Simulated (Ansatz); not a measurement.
Li₂Si. Charge 0, multiplicity 1. Geometry relaxed at r2SCAN-D4/def2-TZVP.

Cartesian coordinates in Å:
```
Li -0.9783 -0.1097 -1.5538
Li 1.1082 -0.9910 1.0831
Si -0.1299 1.1007 0.4707
```

The restricted singlet is unstable: a solution with broken spin symmetry lies lower. The geometry of the singlet was relaxed on an unsound state (restricted singlet, unstable towards broken spin symmetry). At PBE0-D4/def2-TZVP a triplet of charge 0 lies 0.46 eV below the restricted singlet, each at its own geometry. The structure comes from a short search, and lower isomers may exist.

Question: Estimate the harmonic wavenumbers at RKS r2SCAN-D4/def2-TZVP (Ansatz, unscaled). Is this a minimum?

Answer: 146, 407, 427 cm⁻¹. Yes, no mode is imaginary beyond noise. Zero-point energy 5.9 kJ/mol. Hardware: 4 threads of AMD EPYC 9R45 on a shared host. Wall time 1.1 s.
